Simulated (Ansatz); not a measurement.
`C=NC(N)(F)F`, relaxed with RKS PBE0-D4/def2-TZVP in Ansatz 0.2.0 from a PBE-D4/def2-SVP geometry. The force threshold is 0.005 eV/Å; the program also tests the step.

Charge 0, multiplicity 1.

Start:

```xyz
10

C    -1.513    0.068    0.977
N    -0.696   -0.590    0.252
C     0.588   -0.011   -0.036
N     0.795   -0.014   -1.424
F     0.768    1.276    0.432
F     1.518   -0.758    0.684
H    -1.294    1.078    1.387
H    -2.496   -0.385    1.210
H     0.580   -0.935   -1.817
H     1.749    0.272   -1.666
```

How much energy does the relaxation release, and in how many steps? (Estimate.)

The calculation gave: 1.21 kcal/mol, in 10 steps, 1 of them rejected.

Which bonds change most? (Estimate.)

Ansatz gave: C1–H7 from 1.112 to 1.092 Å; C3–F6 from 1.393 to 1.374 Å; C1–H8 from 1.107 to 1.088 Å; C3–F5 from 1.381 to 1.363 Å.

Give the relaxed structure. (An estimate is asked.)

Computed: 
```xyz
10

C    -1.500    0.071    0.962
N    -0.680   -0.595    0.278
C     0.589   -0.018   -0.022
N     0.783   -0.012   -1.405
F     0.768    1.250    0.444
F     1.522   -0.755    0.666
H    -1.299    1.078    1.335
H    -2.463   -0.379    1.193
H     0.558   -0.913   -1.801
H     1.721    0.274   -1.649
```
